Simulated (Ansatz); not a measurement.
We consider CsCl-type TlCl, described by B3LYP (VWN-RPA form) (Ansatz, an electronic-structure program, PAW).

Numerical settings: plane-wave cutoff 460 eV, 8×8×8 k mesh, Fermi–Dirac smearing 0.01 eV, scalar-relativistic PAW data made under PBE.

Properties against volume:

```
V (Å³/atom)  P (GPa)  direct gap at Γ (eV)  smallest gap on the k mesh (eV)
-----------  -------  --------------------  -------------------------------
29.853          1.18                10.572                            3.475
30.303          0.81                10.445                            3.509
31.424          0.01                10.140                            3.589
32.210         -0.45                 9.939                            3.639
32.995         -0.84                 9.746                            3.683
```

The fundamental gap (3.59 eV at the equilibrium volume, on the SCF mesh) lies elsewhere than Γ–Γ.

Note: the cell is over a tenth larger than the published one (another phase or state, or a fault of the published cell, is possible).

Spin–orbit coupling is not included; with these elements it can move the gap by several tenths of an eV or more.
